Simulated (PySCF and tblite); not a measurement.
The numbers below are computed, except where a source is named.
System: C₃H₄OS, numbered as in [O:1]=[CH:2]/[CH:3]=[CH:4]\[SH:5].

Motion: rotation about the C2–C3 bond (torsion O1–C2–C3–C4 from 0° to 180°, rising). GFN2-xTB gives an electronic barrier of 11.9 kcal/mol and a reaction energy of 5.7 kcal/mol.

(1) What does PBE0/pcSseg-1 + D3(BJ) give on GFN2-xTB geometries?

Programs: tblite and PySCF.

## Answers

(1) A barrier of 14.0 kcal/mol, 2.1 above the tight-binding barrier (from unrounded values), a reaction energy of 5.9 kcal/mol and, with GFN2-xTB thermal terms, ΔG‡(298 K) = 12.7 kcal/mol and k = 6110 s⁻¹ (2 equivalent paths).
